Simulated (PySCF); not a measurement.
## Spin–spin coupling constants

Cartesian coordinates in Å; atom numbers follow the order of the lines, from 1:
```xyz
13

C    -1.5512   -0.9804   -0.2868
O    -0.9707   -0.1354    0.6690
C    -0.3280    0.9664    0.1246
O     0.7971    0.6463   -0.6209
C     1.8462    0.1133    0.1413
H    -2.3275   -0.4528   -0.8750
H    -2.0250   -1.8141    0.2488
H    -0.8028   -1.3822   -0.9912
H    -0.0658    1.6116    0.9848
H    -0.9953    1.5172   -0.5656
H     2.2005    0.8357    0.9019
H     1.5478   -0.8129    0.6623
H     2.6746   -0.1126   -0.5436
```

Indirect spin–spin couplings were computed at B3LYP/pcJ-1 (without the spin–dipole term) (PySCF) on a PBE0-D3(BJ)/def2-SVP structure, for the isolated molecule, without vibrational or relativistic corrections. Couplings are averaged over pairs made equivalent by symmetry, fast rotation or ring inversion, so a value needn't be that of the named pair in this geometry, while other rotamers aren't included; one pair stands for each set, and the list holds those of at least 1.5 Hz over up to four bonds, among pairs with at least one C or H atom (others weren't computed).

Isotopes: ¹³C, ¹H, ¹⁷O. Couplings to quadrupolar nuclei such as 17O and 33S are rarely resolved in practice.

```csv
pair,bonds,J (Hz)
"C1, O2",1,23.3
"C1, H6",1,146.4
"O2, C3",1,27.5
"C3, H9",1,165.0
"C1, C3",2,?
"O2, H6",2,-6.8
"O2, H9",2,-11.1
"H6, H7",2,?
"H9, H10",2,-8.3
"C1, H9",3,7.9
"C3, H6",3,?
```

Estimate the withheld couplings, with signs.

Results:


- ²J(C1,C3) = -2.5 Hz (angle at O2 114°)
- ²J(H6,H7) = -11.3 Hz (mean over equivalent pairs that range from -12.6 to -9.8 Hz in this conformer)
- ³J(C3,H6) = 5.5 Hz (mean over equivalent pairs that range from 2.1 to 12.1 Hz in this conformer)
